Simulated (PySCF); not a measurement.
Functional benchmark on one molecule

Molecule: SMILES C=CC(C)C, C5H10.

Atom-mapped SMILES (the numbers label the heavy atoms): `[CH2:1]=[CH:2][CH:3]([CH3:4])[CH3:5]`. Hydrogens are named by the atom that carries them. Ha(C1) is cis to C3; Hb(C1) is trans to C3.

Geometry PBE0-D3(BJ)/def2-SVP throughout; GIAO in PySCF 2.14.0 with density-fitted response routines, gas phase, one conformer, non-relativistic; equivalent atoms averaged; basis pcSseg-1.

Reference values (estimated from measurements, as parent shift plus tabulated substituent increments; solution, not stated per compound (mostly CDCl3 or CCl4); Pretsch, Buehlmann, Badertscher, Structure Determination of Organic Compounds, 4th ed. (2009)): δ(C2) = 146.0 ppm, δ(C1) = 111.3 ppm. Computed shifts are taken against TMS, calculated as an isolated molecule at each level.

Q: How do the functionals HF, LDA, PBE, BLYP, BP86, OPBE, KT2, KT3, B97-D, B3LYP, PBE0, mPW1PW91, WP04, B97-2, BHandHLYP, CAM-B3LYP, wB97X-D, LC-wPBE perform against the reference? Times are CPU seconds on shared hosts with different chips, so compare them loosely; the GGAs took longer than the global hybrids here, which isn't the general rule, and the cause wasn't traced.

A: 
| functional | kind | C2 | C1 | mean abs. error C | core-s |
| --- | --- | --- | --- | --- | --- |
| HF | Hartree–Fock | 155.2 | 119.6 | 8.7 | 4.8 |
| LDA | LDA | 162.6 | 123.2 | 14.2 | 14 |
| PBE | GGA | 154.9 | 117.3 | 7.5 | 18 |
| BLYP | GGA | 156.0 | 116.5 | 7.6 | 18 |
| BP86 | GGA | 154.8 | 117.3 | 7.4 | 18 |
| OPBE | GGA | 146.9 | 113.2 | 1.4 | 18 |
| KT2 | GGA | 145.6 | 110.2 | 0.8 | 18 |
| KT3 | GGA | 142.9 | 108.3 | 3.0 | 18 |
| B97-D | GGA | 149.6 | 113.0 | 2.6 | 18 |
| B3LYP | global hybrid | 157.1 | 118.8 | 9.3 | 12 |
| PBE0 | global hybrid | 155.9 | 119.7 | 9.2 | 10 |
| mPW1PW91 | global hybrid | 155.6 | 119.7 | 9.0 | 12 |
| WP04 | global hybrid | 152.9 | 118.3 | 7.0 | 10 |
| B97-2 | global hybrid | 152.1 | 116.7 | 5.8 | 9.3 |
| BHandHLYP | global hybrid | 157.5 | 120.6 | 10.4 | 7.6 |
| CAM-B3LYP | range-separated hybrid | 159.5 | 121.8 | 12.0 | 10 |
| wB97X-D | range-separated hybrid | 156.4 | 120.6 | 9.9 | 9.7 |
| LC-wPBE | range-separated hybrid | 159.2 | 125.0 | 13.4 | 14 |

For 13C the closest is KT2 (0.8 ppm) and the furthest LDA (14.2 ppm). One molecule is a small sample, and vibrational and solvent effects are absent from the calculation.
